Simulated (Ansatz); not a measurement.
# BH2F (SMILES BF): one structure at several levels

An exercise on one series of results from a longer session: the logs are not shown, and one member is left open.

The runs use Ansatz 0.2.0, Gaussian basis; single points in def2-TZVPP.

Cores are frozen in the correlated methods.

## Where the work starts

SMILES `BF`, 4 atoms, charge 0, spin multiplicity 1.

Atoms are counted from 1 here; the program's logs count them from 0.

Bond lengths: B1–F2 1.293 Å, B1–H3 1.160 Å, B1–H4 1.152 Å. Angles: F2–B1–H3 121.1°, F2–B1–H4 107.7°, H3–B1–H4 126.9°.

Coordinates:

```mol
BFH2
  3D, bonds by distance, orders not assigned

  4  3  0  0  0  0  0  0  0  0999 V2000
    0.0281   -0.0169   -0.0692 B   0  0
    1.0874   -0.3160    0.6088 F   0  0
   -0.9784   -0.5618    0.1197 H   0  0
    0.1704    1.0470   -0.4887 H   0  0
  1  2  8  0
  1  3  8  0
  1  4  8  0
M  END
```

Set-up of the first run:

Contents of run/in.yaml:

```yaml
crystal:
  periodic: [false, false, false]
  atoms:
    - {symbol: B, position_ang: [0.028100, -0.016900, -0.069200]}
    - {symbol: F, position_ang: [1.087400, -0.316000, 0.608800]}
    - {symbol: H, position_ang: [-0.978400, -0.561800, 0.119700]}
    - {symbol: H, position_ang: [0.170400, 1.047000, -0.488700]}
basis:
  gaussian: {orbitals: def2-TZVPP}
correlation: {method: ccsd_t}
output: {forces: true}
```

The command line of these runs was not kept.

Steps of the session up to this table: CCSD(T)/def2-TZVPP; PBE0-D4/def2-TZVPP; wB97M-V/def2-TZVPP; r2SCAN-D4/def2-TZVPP; PBE-D4/def2-TZVPP; wB97X-V/def2-TZVPP; LC-wPBE/def2-TZVPP.

One of the session's tables, all rows but one given; the rest of the session is left out.

```
   method  RMS force component (eV/Å)  angle to CCSD(T) forces (°)  dipole (D)
  CCSD(T)                       1.006                    reference        0.84
  PBE0-D4                       0.947                          7.4        0.80
  wB97M-V                       0.957                          1.6        0.79
r2SCAN-D4                       0.973                          3.4        0.74
   PBE-D4                           ?                            ?           ?
  wB97X-V                       1.018                          2.7        0.81
  LC-wPBE                       0.974                          3.2        0.81
```

Q: Estimate the row for PBE-D4 from the others.

As computed: RMS force component (eV/Å): 1.044; angle to CCSD(T) forces (°): 7.5; dipole (D): 0.66. In the column «RMS force component (eV/Å)» it is the highest.
